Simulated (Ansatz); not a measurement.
Chalcopyrite CuGaSe2, treated with r²SCAN-D4 (plane waves, PAW; Ansatz, a quantum-chemistry and plane-wave program).

Numerical settings: plane-wave cutoff 560 eV, 8×8×8 k mesh, Fermi–Dirac smearing 0.01 eV, no spin polarisation, scalar-relativistic PAW data made under PBE.

Cell (relaxed at this level):

Space group I-42d (No. 122); a = b = 5.583 Å, c = 11.051 Å, α = β = γ = 90.00°

```csv
atom,site,symmetry,x,y,z
Ga,4b,-4..,0.0000,0.0000,0.5000
Cu,4a,-4..,0.0000,0.0000,0.0000
Se,8d,.2.,0.2460,0.2500,0.1250
```
(The calculation used a cell of 8 atoms; values per cell refer to that cell.)

Question: Estimate the bulk modulus, band gap and pressure derivative B′ of the bulk modulus that the calculation returns.

Answer: 
- bulk modulus: 72.5 GPa
- band gap: 0.63 eV (direct)
- pressure derivative B′ of the bulk modulus: 4.8

Measured, for comparison: band gap 1.67 eV (temperature not stated, no zero-point or thermal correction, direct or pseudo-direct at Γ; as tabulated in Ghosh et al. (2024), arXiv:2401.16805).

Note: the bulk modulus comes from volumes at which shape and atoms were relaxed.

Spin–orbit coupling is not included.
